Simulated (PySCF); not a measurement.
# SiH₄: fields on a plane

All numbers come from PBE0 in PySCF with Si def2-TZVP, H def2-TZVP; no relativity; density-fitted integrals.

The singlet minimum has Si–H 1.485 Å (×4); H–Si–H 109.5° (×6).

The plane holds Si1 at (0.00, 0.00), H2 at (1.48, 0.00), H3 at (-0.49, 1.40) Å. Columns run from x = -2.55 to 3.75 Å, rows from y = 3.75 (top) to -1.95 Å, in steps of 0.3 Å. Other isomers or separated fragments may lie lower.

Task: Give the electron density (e/Å³) (cut at 5 e/Å³). Every second row and column.

Result: 
```
0.00 0.00 0.00 0.00 0.00 0.00 0.00 0.00 0.00 0.00 0.00
0.00 0.00 0.00 0.00 0.00 0.00 0.00 0.00 0.00 0.00 0.00
0.00 0.00 0.01 0.02 0.02 0.01 0.00 0.00 0.00 0.00 0.00
0.00 0.01 0.04 0.20 0.20 0.05 0.01 0.00 0.00 0.00 0.00
0.00 0.01 0.10 1.09 0.97 0.17 0.05 0.02 0.01 0.00 0.00
0.00 0.01 0.10 0.55 0.79 0.36 0.26 0.15 0.03 0.00 0.00
0.00 0.01 0.07 0.33 5.00 2.62 1.01 1.13 0.10 0.01 0.00
0.00 0.01 0.07 0.32 2.54 0.63 0.58 0.44 0.07 0.01 0.00
0.00 0.01 0.04 0.15 0.21 0.13 0.10 0.05 0.02 0.00 0.00
0.00 0.00 0.01 0.03 0.04 0.02 0.01 0.01 0.00 0.00 0.00
```

Task: Give the electron localisation function (set to 0 where the density is under 0.005 e/Å³). Every second row and column.

Result: 
```
0.00 0.00 0.00 0.00 0.00 0.00 0.00 0.00 0.00 0.00 0.00
0.00 0.00 0.00 0.00 0.00 0.00 0.00 0.00 0.00 0.00 0.00
0.00 0.00 0.87 0.99 0.99 0.64 0.00 0.00 0.00 0.00 0.00
0.00 0.62 1.00 1.00 1.00 0.91 0.07 0.00 0.00 0.00 0.00
0.00 0.65 0.99 1.00 1.00 0.80 0.17 0.43 0.48 0.00 0.00
0.00 0.14 0.77 0.97 0.52 0.32 0.87 0.99 0.99 0.00 0.00
0.00 0.03 0.16 0.07 0.82 0.32 1.00 1.00 1.00 0.93 0.00
0.00 0.04 0.19 0.24 0.37 0.05 0.99 1.00 1.00 0.87 0.00
0.00 0.03 0.15 0.38 0.35 0.19 0.63 0.95 0.95 0.00 0.00
0.00 0.00 0.05 0.12 0.14 0.07 0.06 0.15 0.00 0.00 0.00
```
